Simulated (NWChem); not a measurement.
System: Na2; SMILES [Na][Na]

The following NWChem deck was run.

```
start job
memory heap 200 mb stack 900 mb global 1100 mb
geometry units angstroms noautoz
  Na     0.000000     0.000000    -1.562476
  Na     0.000000     0.000000     1.562476
end
basis spherical
  * library def2-tzvp
end
dft
  xc b3lyp
  iterations 150
  mulliken
end
task dft energy
```

Parts of the log:

```
             Northwest Computational Chemistry Package (NWChem) 7.3.0
             --------------------------------------------------------

 ORDER OF PRIMARY AXIS IS BEING SET TO 4
 D4H symmetry detected

                             Geometry "geometry" -> ""
                             -------------------------

 Output coordinates in angstroms (scale by  1.889725989 to convert to a.u.)

  No.       Tag          Charge          X              Y              Z
 ---- ---------------- ---------- -------------- -------------- --------------
    1 Na                  11.0000     0.00000000     0.00000000    -1.56247600
    2 Na                  11.0000     0.00000000     0.00000000     1.56247600

 Effective nuclear repulsion energy (a.u.)      20.4900578086

      Symmetry information
      --------------------

 Group name             D4h
 Group number             28
 Group order              16
 No. of unique centers     1

                                 NWChem DFT Module
                                 -----------------

 Summary of "ao basis" -> "ao basis" (spherical)
 ------------------------------------------------------------------------------
       Tag                 Description            Shells   Functions and Types
 ---------------- ------------------------------  ------  ---------------------
 Na                        def2-tzvp                12       32   5s4p3d

      Symmetry analysis of basis
      --------------------------

        a1g        12
        a1u         0
        a2g         0
        a2u        12
        b1g         3
        b1u         3
        b2g         3
        b2u         3
        eg         14
        eu         14

            General Information
            -------------------
          SCF calculation type: DFT
          Wavefunction type:  closed shell.
          No. of atoms     :     2
          No. of electrons :    22
           Alpha electrons :    11
            Beta electrons :    11
          Charge           :     0
          Spin multiplicity:     1
          Use of symmetry is: on ; symmetry adaption is: on
          Maximum number of iterations: 150
          AO basis - number of functions:    64
                     number of shells:    24
          Convergence on energy requested:  1.00D-06
          Convergence on density requested:  1.00D-05
          Convergence on gradient requested:  5.00D-04

              XC Information
              --------------
                         B3LYP Method XC Potential
                     Hartree-Fock (Exact) Exchange  0.200
                        Slater Exchange Functional  0.800 local
                    Becke 1988 Exchange Functional  0.720 non-local
              Lee-Yang-Parr Correlation Functional  0.810
                  VWN I RPA Correlation Functional  0.190 local

             Grid Information
             ----------------
          Grid used for XC integration:  medium
          Radial quadrature: Mura-Knowles
          Angular quadrature: Lebedev.
          Tag              B.-S. Rad. Rad. Pts. Rad. Cut. Ang. Pts.
          ---              ---------- --------- --------- ---------
          Na                  1.80       88          16.0       434
          Grid pruning is: on
          Number of quadrature shells:    88
          Spatial weights used:  Erf1

      Superposition of Atomic Density Guess
      -------------------------------------

 Sum of atomic energies:        -323.70362738

      Non-variational initial energy
      ------------------------------

 Total energy =    -323.655613
 1-e energy   =    -496.621707
 2-e energy   =     152.476037
 HOMO         =      -0.142820
 LUMO         =      -0.022321

      Symmetry analysis of molecular orbitals - initial
      -------------------------------------------------

 !! scf_movecs_sym_adapt:   12 vectors were symmetry contaminated

  Symmetry fudging

 !! scf_movecs_sym_adapt:    8 vectors were symmetry contaminated

  Numbering of irreducible representations:

     1 a1g         2 a1u         3 a2g         4 a2u         5 b1g
     6 b1u         7 b2g         8 b2u         9 eg         10 eu

  Orbital symmetries:

     1 a2u         2 a1g         3 a1g         4 a2u         5 a1g
     6 eu          7 eu          8 a2u         9 eg         10 eg
    11 a1g        12 a2u        13 eu         14 eu         15 a1g
    16 eg         17 eg         18 a2u        19 a1g        20 a2u
    21 eu

     ---------------------------------------------
      Total Density - Mulliken Population Analysis
     ---------------------------------------------

    Atom       Charge   Shell Charges
 -----------   ------   -------------------------------------------------------
    1 Na  11    11.00   2.00  0.67  1.32  0.66  0.32  5.07  0.92  0.01  0.03  0.00  0.00  0.00
    2 Na  11    11.00   2.00  0.67  1.32  0.66  0.32  5.07  0.92  0.01  0.03  0.00  0.00  0.00

   convergence    iter        energy       DeltaE   RMS-Dens  Diis-err
 ---------------- ----- ----------------- --------- --------- ---------
 d= 0,ls=0.0,diis     1   -324.6032201268 -3.45D+02  6.58D-03  1.54D-01
 d= 0,ls=0.0,diis     2   -324.6091295316 -5.91D-03  9.17D-04  7.22D-03
 d= 0,ls=0.0,diis     3   -324.6094396913 -3.10D-04  2.54D-04  2.28D-03
 d= 0,ls=0.0,diis     4   -324.6095710721 -1.31D-04  6.59D-05  2.20D-06
 d= 0,ls=0.0,diis     5   -324.6095714110 -3.39D-07  7.97D-06  2.32D-07

         Total DFT energy =     -324.609571410985
      One electron energy =     -496.849832761415
           Coulomb energy =      180.619304714633
    Exchange-Corr. energy =      -28.869101172760
 Nuclear repulsion energy =       20.490057808556

 Numeric. integr. density =       21.999999209661

                  Occupations of the irreducible representations
                  ----------------------------------------------

                     irrep           alpha         beta
                     --------     --------     --------
                     a1g               4.0          4.0
                     a1u               0.0          0.0
                     a2g               0.0          0.0
                     a2u               3.0          3.0
                     b1g               0.0          0.0
                     b1u               0.0          0.0
                     b2g               0.0          0.0
                     b2u               0.0          0.0
                     eg                2.0          2.0
                     eu                2.0          2.0

                       DFT Final Molecular Orbital Analysis
                       ------------------------------------

 Vector    9  Occ=2.000000D+00  E=-1.142163D+00  Symmetry=eg
              MO Center= -2.8D-16, -4.2D-16, -5.6D-11, r^2= 2.7D+00
   Bfn.  Coefficient  Atom+Function         Bfn.  Coefficient  Atom+Function
  ----- ------------  ---------------      ----- ------------  ---------------
     6      0.512563  1 Na px                38     -0.512563  2 Na px
     7     -0.328216  1 Na py                39      0.328216  2 Na py
     9      0.134155  1 Na px                41     -0.134155  2 Na px
    10     -0.085905  1 Na py                42      0.085905  2 Na py

 Vector   10  Occ=2.000000D+00  E=-1.141409D+00  Symmetry=a2u
              MO Center= -1.0D-16, -1.5D-16,  2.3D-16, r^2= 2.7D+00
   Bfn.  Coefficient  Atom+Function         Bfn.  Coefficient  Atom+Function
  ----- ------------  ---------------      ----- ------------  ---------------
     8      0.609350  1 Na pz                40      0.609350  2 Na pz
    11      0.158522  1 Na pz                43      0.158522  2 Na pz
    17      0.026171  1 Na pz                49      0.026171  2 Na pz

 Vector   11  Occ=2.000000D+00  E=-1.300659D-01  Symmetry=a1g
              MO Center= -4.5D-15, -3.6D-15,  3.2D-15, r^2= 6.4D+00
   Bfn.  Coefficient  Atom+Function         Bfn.  Coefficient  Atom+Function
  ----- ------------  ---------------      ----- ------------  ---------------
     4      0.507995  1 Na s                 36      0.507995  2 Na s
     3     -0.175978  1 Na s                 35     -0.175978  2 Na s
     5      0.096220  1 Na s                 37      0.096220  2 Na s
     2      0.052450  1 Na s                 34      0.052450  2 Na s
     1      0.032264  1 Na s                 33      0.032264  2 Na s

 Vector   12  Occ=0.000000D+00  E=-5.634080D-02  Symmetry=a2u
              MO Center= -5.6D-17,  3.5D-16, -4.9D-15, r^2= 1.3D+01
   Bfn.  Coefficient  Atom+Function         Bfn.  Coefficient  Atom+Function
  ----- ------------  ---------------      ----- ------------  ---------------
     4      0.504955  1 Na s                 36     -0.504955  2 Na s
     5      0.459105  1 Na s                 37     -0.459105  2 Na s
     3     -0.147353  1 Na s                 35      0.147353  2 Na s
    14     -0.094987  1 Na pz                46     -0.094987  2 Na pz
    17     -0.085834  1 Na pz                49     -0.085834  2 Na pz

 Vector   13  Occ=0.000000D+00  E=-2.049424D-02  Symmetry=eu
              MO Center=  2.9D-15,  4.6D-15, -9.8D-17, r^2= 1.2D+01
   Bfn.  Coefficient  Atom+Function         Bfn.  Coefficient  Atom+Function
  ----- ------------  ---------------      ----- ------------  ---------------
    13      0.400895  1 Na py                45      0.400895  2 Na py
    12      0.257112  1 Na px                44      0.257112  2 Na px
    16      0.103772  1 Na py                48      0.103772  2 Na py
     7     -0.067324  1 Na py                39     -0.067324  2 Na py
    15      0.066553  1 Na px                47      0.066553  2 Na px

 Vector   14  Occ=0.000000D+00  E=-2.049424D-02  Symmetry=eu
              MO Center= -7.2D-15,  4.6D-15,  1.7D-15, r^2= 1.2D+01
   Bfn.  Coefficient  Atom+Function         Bfn.  Coefficient  Atom+Function
  ----- ------------  ---------------      ----- ------------  ---------------
    12      0.400895  1 Na px                44      0.400895  2 Na px
    13     -0.257112  1 Na py                45     -0.257112  2 Na py
    15      0.103772  1 Na px                47      0.103772  2 Na px
     6     -0.067324  1 Na px                38     -0.067324  2 Na px
    16     -0.066553  1 Na py                48     -0.066553  2 Na py

     ---------------------------------------------
      Total Density - Mulliken Population Analysis
     ---------------------------------------------

    Atom       Charge   Shell Charges
 -----------   ------   -------------------------------------------------------
    1 Na  11    11.00   2.00  0.66  1.32  0.82  0.16  5.05  0.91  0.01  0.05  0.00  0.00  0.00
    2 Na  11    11.00   2.00  0.66  1.32  0.82  0.16  5.05  0.91  0.01  0.05  0.00  0.00  0.00

     -------------------------------------------
      Total Density - Lowdin Population Analysis
     -------------------------------------------

    Atom       Charge   Shell Charges
 -----------   ------   -------------------------------------------------------
    1 Na  11    11.00   2.00  0.82  1.15  0.57  0.36  4.75  1.19  0.06  0.08  0.00  0.00  0.02
    2 Na  11    11.00   2.00  0.82  1.15  0.57  0.36  4.75  1.19  0.06  0.08  0.00  0.00  0.02

     Multipole analysis of the density
     ---------------------------------

     L   x y z        total         alpha         beta         nuclear
     -   - - -        -----         -----         ----         -------
     0   0 0 0     -0.000000    -11.000000    -11.000000     22.000000

     1   1 0 0     -0.000000     -0.000000     -0.000000      0.000000
     1   0 1 0      0.000000      0.000000      0.000000      0.000000
     1   0 0 1      0.000000      0.000000      0.000000      0.000000

     2   2 0 0    -16.641274     -8.320637     -8.320637      0.000000
     2   1 1 0     -0.000000     -0.000000     -0.000000      0.000000
     2   1 0 1     -0.000000     -0.000000     -0.000000      0.000000
     2   0 2 0    -16.641274     -8.320637     -8.320637      0.000000
     2   0 1 1     -0.000000     -0.000000     -0.000000      0.000000
     2   0 0 2     -8.142646    -99.970983    -99.970983    191.799320
```

Level: B3LYP/def2-TZVP. Structure relaxed at the PBE0/def2-SVP level.
